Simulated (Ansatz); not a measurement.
Consider vertical spin-state energies of CH₄, SMILES C (Ansatz 0.2.0, Python API).

`ch4.py`
```python
# -*- coding: utf-8 -*-
"""Vertical spin-state energies of CH4."""

import ansatz
from rdkit import Chem
from rdkit.Chem import AllChem

# a force-field geometry from the SMILES
rd = Chem.AddHs(Chem.MolFromSmiles("C"))
AllChem.EmbedMolecule(rd, randomSeed=216)
AllChem.UFFOptimizeMolecule(rd)
system = ansatz.Crystal.molecule()
for atom, xyz in zip(rd.GetAtoms(), rd.GetConformer().GetPositions()):
    system = system.atom(atom.GetSymbol(), xyz.round(5).tolist())

setup = system.calculation().basis(gaussian="6-31G*").correlation("ccsd_t")
found = {}
for unpaired in [0, 2]:
    summary = setup.spin("collinear", total=unpaired).run(threads=1).report
    s = unpaired / 2
    found[unpaired] = summary["free_energy_ev"]
    print(f"2S+1 = {unpaired + 1}: E = {found[unpaired]:.5f} eV, <S^2> = {abs(summary['mean_field']['state']['spin_squared']):.3f} (pure state {s * (s + 1):.2f})")
lowest = min(found, key=found.get)
for unpaired, e in found.items():
    print(f"multiplicity {unpaired + 1}: {96.485332 * (e - found[lowest]):.1f} kJ/mol above the lowest")
```

Which spin state is lowest at this geometry, and how far above lie the others?

In order: multiplicity 1 (+0.00 eV) and multiplicity 3 (+11.62 eV), all at the one geometry.

The run itself:

```console
$ python ch4.py
2S+1 = 1: E = -1098.12622 eV, <S^2> = 0.000 (pure state 0.00)
2S+1 = 3: E = -1086.50714 eV, <S^2> = 2.007 (pure state 2.00)
multiplicity 1: 0.0 kJ/mol above the lowest
multiplicity 3: 1121.1 kJ/mol above the lowest
```

Notes:
- Total energies depend on the basis set; only differences at equal settings carry meaning.
- The geometry is a force-field or estimated start, not a minimum of this method, and the basis set is short of its limit. All parts are taken at fixed geometry, without zero-point energy.
- S² is that of the Hartree-Fock reference.
- The whole script took 3.5 s on 1 thread of Arm Neoverse V2, on a shared host, peak memory 0.21 GiB.

(A comment or docstring line of the script was reworded after the run, the code is as it ran; lines on the test bed's own set-up are left out of the output.)
